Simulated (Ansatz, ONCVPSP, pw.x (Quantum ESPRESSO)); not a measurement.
## What a changed setting does to a pw.x run (diamond Al)

Potential: optimised norm-conserving Vanderbilt (ONCV), ONCVPSP 4.0.1.1 (patched build), PBEsol; core [Ne], reference 3s2 3p1; waves: 3s: rc 1.75 bohr, ncon 4, nbas 9, qcut 4.4 1/bohr, 2 projectors, debl 2.4 Ha; 3p: rc 2.10 bohr, ncon 4, nbas 7, qcut 4.7 1/bohr, 2 projectors, debl 0.8 Ha; local part: polynomial inside 1.45 bohr (lpopt 5, dvloc0 0 Ha); core correction: Teter function fitted to the true core (icmod 2), fcfact 0.5.

The reference run (k-mesh 8³, cutoffs 50/200 Ry, Fermi–Dirac 0.01 Ry, mixing_beta 0.4, conv_thr 1e-9, no spin) gives -0.04 GPa at 26.969 Å³/atom, where all-electron LAPW gives 0.01 GPa. This run, with its own iteration cap, changes mixing_ndim to 4.

```
&control
  calculation='scf', prefix='x', pseudo_dir='./', outdir='./tmp', tstress=.true., disk_io='none'
/
&system
  ibrav=0, nat=2, ntyp=1, ecutwfc=50, ecutrho=200, nbnd=10,
  occupations='smearing', smearing='fd', degauss=0.01
/
&electrons
  conv_thr=1e-09, mixing_beta=0.4, electron_maxstep=50, mixing_ndim=4
/
ATOMIC_SPECIES
Al 1.0 Al.UPF
CELL_PARAMETERS angstrom
  0.00000000 2.99885141 2.99885141
  2.99885141 0.00000000 2.99885141
  2.99885141 2.99885141 0.00000000
ATOMIC_POSITIONS crystal
Al 0.0000 0.0000 0.0000
Al 0.2500 0.2500 0.2500
K_POINTS automatic
8 8 8 0 0 0
```

```bash
pw.x < Al.scf.in > Al.scf.out
```

**Question.** How does the run end?

**Answer.** It converges in 6 iterations; the free energy moves by +0.0 meV/atom and the pressure by +0.00 GPa. The result is that of the reference run.

```
Message from routine setup:
     using ibrav=0 with symmetry is DISCOURAGED, use correct ibrav instead
     lattice parameter (alat)  =       8.0144  a.u.
     unit-cell volume          =     363.9917 (a.u.)^3
     number of electrons       =         6.00
     number of Kohn-Sham states=           10
     kinetic-energy cutoff     =      50.0000  Ry
     charge density cutoff     =     200.0000  Ry
     scf convergence threshold =      1.0E-09
     Exchange-correlation= PBESOL
     number of k points=    29  Fermi-Dirac smearing, width (Ry)=  0.0100
     iteration #  1     ecut=    50.00 Ry     beta= 0.40
     total energy              =     -11.18615747 Ry
     estimated scf accuracy    <       0.00838994 Ry
     iteration #  2     ecut=    50.00 Ry     beta= 0.40
     total energy              =     -11.18594801 Ry
     estimated scf accuracy    <       0.00288939 Ry
     iteration #  3     ecut=    50.00 Ry     beta= 0.40
     total energy              =     -11.18597435 Ry
     estimated scf accuracy    <       0.00000951 Ry
     iteration #  4     ecut=    50.00 Ry     beta= 0.40
     c_bands:  1 eigenvalues not converged
     total energy              =     -11.18597571 Ry
     estimated scf accuracy    <       0.00000026 Ry
     iteration #  5     ecut=    50.00 Ry     beta= 0.40
     total energy              =     -11.18597576 Ry
     estimated scf accuracy    <          1.5E-09 Ry
     iteration #  6     ecut=    50.00 Ry     beta= 0.40
     the Fermi energy is     2.8365 ev
!    total energy              =     -11.18597576 Ry
     estimated scf accuracy    <          3.3E-10 Ry
     smearing contrib. (-TS)   =      -0.00680640 Ry
     The total energy is F=E-TS. E is the sum of the following terms:
     one-electron contribution =       3.09139532 Ry
     hartree contribution      =       0.39044249 Ry
     xc contribution           =      -6.10601944 Ry
     ewald contribution        =      -8.55498773 Ry
     convergence has been achieved in   6 iterations
          total   stress  (Ry/bohr**3)                   (kbar)     P=       -0.36
     Message from routine punch:
     Nothing written, as per user request (disk_io='none')
```

The run took about 14 s on one core of a shared host (Neoverse-N1, 64 threads, 124 GiB, load 61).
